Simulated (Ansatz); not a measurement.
Relaxation of CH$_{3}$OSi (6 atoms, charge -1, multiplicity 1), to a largest force component of 0.015 eV/Å in at most 40 steps.

These are results of RKS PBE-D4/def2-SVP (Ansatz 0.2.0), not measurements.

```xyz
6
Properties=species:S:1:pos:R:3
C -0.486 0.404 -0.718
Si 0.389 -0.430 0.570
O 0.624 -1.903 0.939
H -1.044 -0.118 -1.488
H -0.538 1.484 -0.798
H 1.055 0.564 1.494
```

Task: Where does it end, and by what steps?

Result: The run converged. Limits of this set-up: an anion without diffuse functions. After 6 steps the energy has fallen by 0.093 eV; H6 moved furthest, 0.07 Å.

```
step  energy less start (eV)  largest force component (eV/Å)  accepted
   0                  0.0000                           2.386       yes
   1                 -0.0731                           1.189       yes
   2                 -0.0926                           0.115       yes
   3                 -0.0930                           0.023       yes
   4                 -0.0933                           0.018       yes
   5                 -0.0933                           0.027       yes
   6                 -0.0934                           0.000       yes
```

```xyz
6
Properties=species:S:1:pos:R:3
C -0.494 0.384 -0.716
Si 0.383 -0.432 0.559
O 0.630 -1.948 0.947
H -1.062 -0.119 -1.518
H -0.497 1.490 -0.747
H 1.040 0.624 1.474
```

Whether the end is a true minimum wasn't checked by a vibrational analysis.

The run took 9.4 s on 1 thread of Arm Neoverse V2 (shared host), peak memory 0.12 GiB.
